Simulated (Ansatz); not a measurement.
Ideal-gas functions of BH$_{2}$, SMILES `[BH2]` radical at 400 K and 1 bar, from an Ansatz frequency run at PBE0-D4/def2-TZVP.

Molar mass 12.83 g/mol, point group C2v (symmetry number 2), electronic degeneracy 2, moments of inertia 0.439, 2.34, 2.779 u Å². Harmonic wavenumbers (cm⁻¹, unscaled): 979, 2586, 2758.

Use S(trans) = R[1.5 ln M + 2.5 ln T − 1.1517]; rotational temperatures θ = 24.2544 K / I; S(rot) = R[ln(√π/σ · √(T³/θAθBθC)) + 1.5]; for each mode x = 1.438777 ν̃/T, S = R[x/(eˣ − 1) − ln(1 − e⁻ˣ)] and H = RT x/(eˣ − 1); 1 cm⁻¹ = 0.0119627 kJ/mol; R = 8.31446 J/(mol·K).

By hand: the entropy, in J/(mol·K).

Translation 146.8. Rotation: θ = 55.2492, 10.3651, 8.7277 K, giving 50.8. Vibration, mode by mode: 1.14, 0.01, 0.00, in all 1.2. Electronic 5.8. Sum 204.6 J/(mol·K).

By hand: H − E and G − E in kJ/mol, counted from the electronic energy.

Zero-point energy ½ × 6323 × 0.0119627 = 37.8; thermal vibration 0.4; translation, rotation and pV give 4 RT = 13.3. H − E = 51.5 kJ/mol, and G − E = 51.5 − 400 × 204.6/1000 = -30.3 kJ/mol.

Vibration gives 1 % of the entropy; all modes have x over 3 and are hardly excited.
